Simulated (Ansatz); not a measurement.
A made-up structure of C2H5Si (charge +1), singlet:

C1  (-1.137, 0.868, -0.795)
Si2  (0.445, 0.638, 0.375)
C3  (0.839, -1.296, 0.544)
H4  (-1.685, -0.112, -1.270)
H5  (-1.640, 1.934, -1.103)
H6  (1.290, 1.852, 1.087)
H7  (1.750, -1.777, 1.195)
H8  (0.138, -2.108, -0.034)
(Å)

It is relaxed with PBE-D4/def2-SVP and then PBE0-D4/def2-TZVP (Ansatz 0.2.0). Atoms count as bonded within 1.22 times the sum of their covalent radii (H–H: 0.88 Å). The end point is not checked to be a true minimum.

Does its bonding change? (Judge from chemistry; the calculation decides.)

By the calculation: No: no bond forms or breaks.

Where it ends: The first stage lowers the energy by 1.58 eV in 4 steps. It ends as C₂H₅Si ([CH2][SiH][CH2]), total charge +1:
```
8
angstrom
C -1.0152 0.7749 -0.7104
Si 0.3973 0.5698 0.3342
C 0.7491 -1.1569 0.4860
H -1.5036 -0.1001 -1.1340
H -1.4650 1.7269 -0.9839
H 1.1523 1.6537 0.9708
H 1.5618 -1.5867 1.0677
H 0.1232 -1.8816 -0.0303
```

Labels in which every atom is bracketed show which atoms are joined, not bond orders.

For scale, one of the runs: PBE0-D4/def2-TZVP relaxation, 129 basis functions, launched by `ansatz run in.yaml --threads 2 --pin off --events-out ev --progress --plain --max-ram 4352MiB`. Hardware: 2 CPU threads of an Arm Neoverse V1, shared host. Wall time about 17 s.
